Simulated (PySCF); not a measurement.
## Vibration and rotation of AlB

ROHF-CCSD(T) constants of AlB, ³Σ⁻ (triplet), unpaired electrons π ↑↑ (basis Al aug-pcseg-1, B aug-pcseg-1; no relativity; PySCF 2.14; masses 26.9815 and 11.0093 u):

- ωe: 604.3 cm⁻¹
- ωexe: 5.18 cm⁻¹
- Be: 0.51357 cm⁻¹
- αe: 0.00553 cm⁻¹
- D (centrifugal): 1.48e-06 cm⁻¹
- De to Al + B: 1.72 eV

Give the vibrational terms G(v) and spacings up to v = 6.

G(v) = ωe(v+½) − ωexe(v+½)².

```json
{"v": "0", "G(v) (cm⁻¹)": "300.9", "G(v) − G(v−1)": "", "Bv (cm⁻¹)": "0.5108"}
{"v": "1", "G(v) (cm⁻¹)": "894.8", "G(v) − G(v−1)": "593.9", "Bv (cm⁻¹)": "0.5053"}
{"v": "2", "G(v) (cm⁻¹)": "1478.4", "G(v) − G(v−1)": "583.6", "Bv (cm⁻¹)": "0.4997"}
{"v": "3", "G(v) (cm⁻¹)": "2051.6", "G(v) − G(v−1)": "573.2", "Bv (cm⁻¹)": "0.4942"}
{"v": "4", "G(v) (cm⁻¹)": "2614.5", "G(v) − G(v−1)": "562.9", "Bv (cm⁻¹)": "0.4887"}
{"v": "5", "G(v) (cm⁻¹)": "3167.0", "G(v) − G(v−1)": "552.5", "Bv (cm⁻¹)": "0.4832"}
{"v": "6", "G(v) (cm⁻¹)": "3709.1", "G(v) − G(v−1)": "542.1", "Bv (cm⁻¹)": "0.4776"}
```

How well does the Morse estimate ωe²/(4ωexe) reproduce De, and what is D0?

It gives 2.19 eV, 127 % of the computed De. D0 = De − G(0) = 1.72 − 0.04 = 1.68 eV.

Correlated steps freeze 6 core orbitals. Correlated levels converge slowly with the basis: in double zeta they bind strong bonds too weakly, by up to about 1 eV, and carry superposition errors of some tenths. The CCSD T1 diagnostic is raised, a sign that a single reference may not be enough here. The state is the lowest determinant that a PBE0 search found; another state may lie lower at other levels.
